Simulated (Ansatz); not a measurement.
SiO, singlet: the ladder up to full CI

Geometry: a PBE0/def2-TZVP stationary point for this spin.

```yaml
atoms:
  - { symbol: Si, position_ang: [0.0000, 0.0000, 0.0000] }
  - { symbol: O, position_ang: [0.0000, 0.0000, 1.5088] }
```

Basis 6-31G; Ansatz 0.2.0. Only valence electrons are correlated (noble-gas cores frozen), which leaves 10 electrons in 16 orbitals. R marks a restricted (for open shells ROHF) determinant. Active spaces: valence = (10e, 8o) chosen from the atoms' valence shells.

Full CI is exact within this basis and frozen core; it isn't the basis-set limit.

* UHF ⟨S²⟩: 0.000
* T1 diagnostic (RCCSD): 0.0326
* largest doubles amplitude (RCCSD): 0.084

| level | E − E(full CI) (meV) | share of correlation (%) | wall time |
| --- | --- | --- | --- |
| RHF | 5503 | 0.00 | – |
| RMP2 | 63 | 98.85 | – |
| CISD | 648 | 88.22 | 0.24 s |
| RCCSD | 294 | 94.66 | – |
| RCCSD(T) | 39 | 99.30 | 0.21 s |
| BCCD(T) | 27 | 99.51 | 0.21 s |
| RCCSDT | 29 | 99.47 | – |
| CISDTQ | 48 | 99.13 | 1.3 s |
| RCCSDT(Q) | -7 | 100.13 | 0.57 s |
| RCCSDTQ | -1 | 100.03 | 3.9 s |
| CASSCF (valence space) | 1947 | 64.62 | – |
| NEVPT2 (valence space) | 539 | 90.20 | 1.2 s |
| NEVPT4(SD) (valence space) | 145 | 97.36 | 1.8 s |
| MRCISD (valence space) | 140 | 97.45 | – |
| MRCISD+Q (valence space) | 85 | 98.45 | 2 s |

The correlation energy at full CI, counted from RHF, is -5.503 eV. That run took 27 s on 1 thread of Intel Xeon 6975P-C, shared host over 4,777,056 determinants.

Times hold each run's SCF and search for its determinant on a shared host, so for small cases they say little of a method's own cost; they ran on 1 thread of Intel Xeon 6975P-C.

Not variational, and here over 5 meV under the exact energy: RCCSDT(Q).

The full-CI state has the irrep A1 of C2v, in the program's axes (one component, if the state is degenerate).

Natural occupations of full CI about the gap: 1.988 1.968 1.945 1.928 1.928 0.080 0.080 0.035 0.015 0.009; effectively unpaired electrons, Σ n²(2−n)², 0.11.

Atomization energy (electronic, same basis, no zero-point term; atoms at the same level, unrestricted beside the R rows where the molecule is a closed shell, with restricted open-shell steps beyond CCSDT(Q)) at full CI: 557.4 kJ/mol. Errors of other levels:

```csv
level,error (kJ/mol)
RHF,-315.9
RMP2,40.1
CISD,-58.6
RCCSD,-26.8
RCCSD(T),-3.3
BCCD(T),-2.1
RCCSDT,-2.7
CISDTQ,-4.4
RCCSDT(Q),0.7
RCCSDTQ,0.1
CASSCF (valence space),-1.8
NEVPT2 (valence space),4.8
NEVPT4(SD) (valence space),-6.9
MRCISD (valence space),-9.9
MRCISD+Q (valence space),-7.9
```

This basis is far from its limit, so the value isn't to be set against a measured one. Truncated CI isn't size-consistent, which counts against it in atomization.
